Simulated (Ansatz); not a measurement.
# C₂H₂OS (SMILES OC=C=S): one structure at several levels

The task here is to estimate one member of a computed series from the others.

Method: single points in def2-TZVPP; program: Ansatz 0.2.0, Gaussian basis.

Cores are frozen in the correlated methods.

## Where the work starts

6 atoms, charge 0, spin multiplicity 1.

Atoms are counted from 1 here; the program's logs count them from 0.

Bond lengths: O1–C2 1.391 Å, O1–H5 0.979 Å, C2–C3 1.289 Å, C2–H6 1.076 Å, C3–S4 1.558 Å. Angles: C2–O1–H5 113.3°, O1–C2–C3 123.7°, O1–C2–H6 116.2°, C3–C2–H6 120.1°, C2–C3–S4 174.1°.

As a file:

```mol
C2H2OS
  3D, bonds by distance, orders not assigned

  6  5  0  0  0  0  0  0  0  0999 V2000
    0.2901    1.1002   -0.7570 O   0  0
   -0.0246    0.1491    0.2075 C   0  0
   -0.1621   -1.1074   -0.0452 C   0  0
   -0.3749   -2.6431   -0.1978 S   0  0
    0.3491    2.0094   -0.3997 H   0  0
   -0.1114    0.5087    1.2174 H   0  0
  1  2  8  0
  1  5  8  0
  2  3  8  0
  2  6  8  0
  3  4  8  0
M  END
```

The first run:

run/in.yaml reads:

```yaml
crystal:
  periodic: [false, false, false]
  atoms:
    - {symbol: O, position_ang: [0.290100, 1.100200, -0.757000]}
    - {symbol: C, position_ang: [-0.024600, 0.149100, 0.207500]}
    - {symbol: C, position_ang: [-0.162100, -1.107400, -0.045200]}
    - {symbol: S, position_ang: [-0.374900, -2.643100, -0.197800]}
    - {symbol: H, position_ang: [0.349100, 2.009400, -0.399700]}
    - {symbol: H, position_ang: [-0.111400, 0.508700, 1.217400]}
basis:
  gaussian: {orbitals: def2-TZVPP}
correlation: {method: ccsd_t}
output: {forces: true}
```

No record of the launch command was kept for these runs.

Steps of the session up to this table: CCSD(T)/def2-TZVPP; PBE0-D4/def2-TZVPP; wB97M-V/def2-TZVPP; r2SCAN-D4/def2-TZVPP; PBE-D4/def2-TZVPP; SPW92/def2-TZVPP; r2SCAN0-D4/def2-TZVPP.

One of the session's tables, all rows but one given; the rest of the session is left out.

| method | RMS force component (eV/Å) | angle to CCSD(T) forces (°) | dipole (D) |
| --- | --- | --- | --- |
| CCSD(T) | 0.863 | reference | 2.48 |
| PBE0-D4 | 0.781 | 19.4 | 2.68 |
| wB97M-V | 0.703 | 14.8 | 2.64 |
| r2SCAN-D4 | 0.751 | 12.4 | 2.69 |
| PBE-D4 | 0.777 | 13.3 | 2.57 |
| SPW92 | 0.793 | 30.8 | 2.58 |
| r2SCAN0-D4 | ? | ? | ? |

Estimate the missing values for r2SCAN0-D4.

**Answer.** RMS force component (eV/Å): 0.785; angle to CCSD(T) forces (°): 24.3; dipole (D): 2.74. In the column «RMS force component (eV/Å)» it lies between PBE0-D4 (0.781) and SPW92 (0.793).
